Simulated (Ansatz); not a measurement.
Abridged output of a molecular run in Ansatz:

```
Functional definition: HF
683 factors; integrals over basis functions are off by at most 1.1e-3 eV
mean field evaluation 1: about -19764.7085 eV, gradient 2.4e1 eV
mean field evaluation 2: about -19764.7106 eV, gradient 2.4e1 eV
mean field evaluation 4: about -19766.5393 eV, gradient 2.3e0 eV
mean field evaluation 8: about -19766.5716 eV, gradient 2.1e-4 eV
mean field -19766.57158154 eV, -726.4081073582 hartree, gradient 1.7e-6 eV, S^2 0.000000; 0 other end points of the search recorded, 0 dependent functions left out; unrestricted orbitals would lower it
11 core orbitals not correlated: weight in the atoms' cores, before any rotation towards them, 1.000 or more for the frozen orbitals, at most 0.000 for the correlated occupied ones
reference -19766.57158154 eV, -726.4081073582 hartree; 9, 9 occupied and 50, 50 virtual orbitals, 683 factors
second order -9.76175920 eV of doubles, -0.00000000 eV of singles
cycle   1  -10.62571057 eV  change   -8.6e-1 eV  update   8.5e-2
cycle   2  -10.97601828 eV  change   -3.5e-1 eV  update   2.9e-2
cycle   3  -11.03431188 eV  change   -5.8e-2 eV  update   1.4e-2
cycle   4  -11.02983489 eV  change    4.5e-3 eV  update   4.5e-3
cycle   5  -11.02871788 eV  change    1.1e-3 eV  update   1.8e-3
cycle   6  -11.02851906 eV  change    2.0e-4 eV  update   5.9e-4
cycle   7  -11.02850224 eV  change    1.7e-5 eV  update   2.1e-4
cycle   8  -11.02853569 eV  change   -3.3e-5 eV  update   7.4e-5
cycle   9  -11.02852795 eV  change    7.7e-6 eV  update   2.7e-5
cycle  10  -11.02852687 eV  change    1.1e-6 eV  update   8.1e-6
perturbative correction -0.35030365 eV, -0.0128734217 hartree
Total energy: -19777.95041206 eV, -726.8262716669 hartree
```

Its atoms:

Z-matrix (Å, degrees):
```
C
Si 1 1.900
H 1 1.099 2 106.7
H 1 1.092 2 116.0 3 120.0
H 1 1.093 2 110.2 3 -115.1
S 2 2.131 1 95.9 3 -93.6
H 6 1.344 2 96.6 1 177.6
```

(1) Which basis set was used?
A. cc-pV(T+d)Z
B. def2-QZVPP
C. def2-SVP
D. cc-pV(Q+d)Z

(2) Write the keys of the input that set method, charge and spin (a neutral closed shell needs none for the last two).

Results:

(1) C. It gives 70 functions.

(2) 
```yaml
correlation: {method: ccsd_t}
```
